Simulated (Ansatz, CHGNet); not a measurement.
Elastic constant C44 (GPa) of solids drawn from the class of elemental solids other than molecular ones, at two levels: the machine-learned potential CHGNet 0.3.0 (trained on PBE and PBE+U data), and r²SCAN (PAW; Ansatz, a first-principles code).

```csv
solid,CHGNet 0.3.0,r²SCAN,shift (%)
diamond-structure Si,41.7,81.4,+95
hcp Mg,7.34,22.2,+202
hcp Tl,3.31,7.18,+117
bcc Ba,7.68,9.36,+22
diamond,332,587,+77
fcc Cu,53.1,93.7,+76
hcp Y,7.51,23.3,+210
bcc K,3.59,2.68,-25
hcp Zn,14.1,43.6,+209
fcc Ca,9.90,17.4,+76
```

The shifts run from -25 % to +210 %, with a median of +86 %.

Over all 10 rows r²SCAN is the larger in 9.

Ansatz's runs of these crystals have no spin polarisation. A magnetic state wasn't tried for hcp Y with meta-GGA or hybrid levels, which favour moments.

Spin–orbit coupling is left out, also for the solids with elements from indium on (hcp Tl, bcc Ba); its size isn't shown.

Each level is taken at its own relaxed cell. Ansatz's density-functional and Hartree–Fock values are scalar-relativistic unless marked +SOC, with PAW data made under PBE.
